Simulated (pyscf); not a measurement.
**Substitution at O: HO–SH + H atom (H•) → SH• + water (H₂O)**

Gas phase, doublet surface, charge 0. Bonds broken: S1–O4. Bonds formed: O4–H5. Single points on ωB97X-D3(BJ)/def2-SVP structures (PySCF, gas phase). MP2 and CC: frozen core, UHF for open shells. ΔMP2 is the change of the MP2 total energy from the triple- to the quadruple-zeta basis.

Transition state (Å):

```xyz
5

S      0.2276    -0.4191     0.3535
H     -1.8975     0.2090     0.8157
H      0.0545    -1.7408     0.5641
O     -1.5000    -0.0908    -0.0194
H     -2.7360    -0.2076    -0.8212
```

One imaginary mode, 1429i cm⁻¹; descent along it reached the two sides named.

| bond | change | reactant side (Å) | saddle | product side |
|---|---|---|---|---|
| S1–O4 | breaks | 1.675 | 1.798 | 2.7 |
| O4–H5 | forms | 3.2 | 1.478 | 0.966 |

Electronic energies relative to the separated reactants (kJ/mol):

```json
[
 {"level": "ωB97X-D3(BJ)/def2-TZVP", "barrier": "51.1", "reaction energy": "-199.4", "reverse barrier": "250.5"},
 {"level": "PBE/def2-TZVP", "barrier": "9.3", "reaction energy": "-185.4", "reverse barrier": "194.7"},
 {"level": "r²SCAN/def2-TZVP", "barrier": "10.8", "reaction energy": "-204.6", "reverse barrier": "215.4"},
 {"level": "B3LYP-D3(BJ)/def2-TZVP", "barrier": "16.9", "reaction energy": "-211.0", "reverse barrier": "228.0"},
 {"level": "PBE0-D3(BJ)/def2-TZVP", "barrier": "30.0", "reaction energy": "-197.7", "reverse barrier": "227.7"},
 {"level": "M06-2X/def2-TZVP", "barrier": "46.9", "reaction energy": "-201.4", "reverse barrier": "248.3"},
 {"level": "ωB97M-D3(BJ)/def2-TZVP", "barrier": "44.1", "reaction energy": "-202.6", "reverse barrier": "246.7"},
 {"level": "HF/def2-TZVP", "barrier": "98.2", "reaction energy": "-230.0", "reverse barrier": "328.3"},
 {"level": "MP2/def2-QZVPP", "barrier": "64.0", "reaction energy": "-205.2", "reverse barrier": "269.2"},
 {"level": "CCSD/def2-TZVPP", "barrier": "52.0", "reaction energy": "-230.8", "reverse barrier": "282.9"},
 {"level": "CCSD(T)/def2-TZVPP", "barrier": "45.5", "reaction energy": "-221.9", "reverse barrier": "267.3"},
 {"level": "CCSD(T)/def2-TZVPP + ΔMP2(QZVPP)", "barrier": "45.5", "reaction energy": "-219.9", "reverse barrier": "265.3"}
]
```

With CCSD(T)/def2-TZVPP + ΔMP2(QZVPP) energies and thermal terms (ideal gas, 1 atm, RRHO with modes under 100 cm⁻¹ raised to 100, one conformer, R ln 2 for rigid chiral ones), in kJ/mol:

```csv
T (K),ΔH‡,ΔG‡,ΔH,ΔG
298,43.8,71.1,-205.6,-210.7
600,42.5,99.3,-208.0,-215.1
900,41.4,127.9,-212.1,-217.8
1200,40.2,157.0,-216.4,-219.1
```

This is the saddle that the search found; another between the same sides may lie lower. The angle at the attacked O is 154°. The CCSD(T) − MP2 part came from Ansatz, without density fitting, on the same reference. Left out: orbital degeneracy and the spin-orbit lowering of SH.
